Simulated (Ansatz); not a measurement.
This script for the Ansatz DFT code, driven from Python starts 2 runs on ClLi. What input does the engine get in each?

The script, `clli.py`:
```python
"""ClLi with and without the spin-free two-component Hamiltonian."""

import ansatz as az
import numpy as np

XC = "pbe0"
DISPERSION = "d3bj"

GEOMETRY = """
Li    0.98910   -0.37810    0.49180
Cl   -0.95960    0.31790   -0.48770
"""


def main() -> None:
    geometry = az.Crystal.molecule()
    for line in GEOMETRY.strip().splitlines():
        symbol, *xyz = line.split()
        geometry = geometry.atom(symbol, [float(v) for v in xyz])

    base = geometry.calculation()
    base = base.functional(XC, dispersion=DISPERSION)
    base = base.forces()
    # a set contracted for a scalar-relativistic Hamiltonian goes with the relativistic run
    sets = {"none": "cc-pVTZ", "scalar": "cc-pVTZ-DK"}
    found = {kind: base.basis(gaussian=basis).pseudopotentials(relativity=kind).run(threads=1, pin="off").report for kind, basis in sets.items()}
    for kind, each in found.items():
        dipole = 4.803205 * np.linalg.norm(each["charge_distribution"]["dipole_moment_e_ang"])
        print(f"{kind:7s} E = {each['free_energy_ev']:.4f} eV  dipole {dipole:.3f} D  largest force component {np.abs(each['forces_ev_ang']).max():.4f} eV/A")
    print(f"relativity lowers the total energy by {found['none']['free_energy_ev'] - found['scalar']['free_energy_ev']:.3f} eV")


if __name__ == "__main__":
    main()
```

Run 1:
```yaml
crystal:
  periodic: [false, false, false]
  atoms:
    - { symbol: Li, position_ang: [0.9891, -0.3781, 0.4918] }
    - { symbol: Cl, position_ang: [-0.9596, 0.3179, -0.4877] }
basis:
  gaussian:
    orbitals: cc-pVTZ
hamiltonian:
  xc: pbe0
  dispersion: d3bj
  pseudopotentials:
    relativity: none
output:
  forces: true
```

Run 2, against run 1:
```diff
-    orbitals: cc-pVTZ
+    orbitals: cc-pVTZ-DK
-    relativity: none
+    relativity: scalar
```

```console
$ python clli.py
none    E = -12725.0551 eV  dipole 8.028 D  largest force component 1.2238 eV/A
scalar  E = -12763.6812 eV  dipole 8.020 D  largest force component 1.2309 eV/A
relativity lowers the total energy by 38.626 eV
```

The total moves by -38.6 eV, nearly all in the cores, and the dipole from 8.03 to 8.02 D.

What to keep in mind:
- Total energies depend on the basis set; only differences at equal settings carry meaning.
- The geometry is a force-field or estimated start, not a minimum of this method. The basis set changes with the Hamiltonian (a set recontracted for scalar relativity), and most of the change in the total lies in the cores.
- Hardware and time: 3.5 s on 1 thread of Arm Neoverse N1 (shared host), peak memory 0.17 GiB.
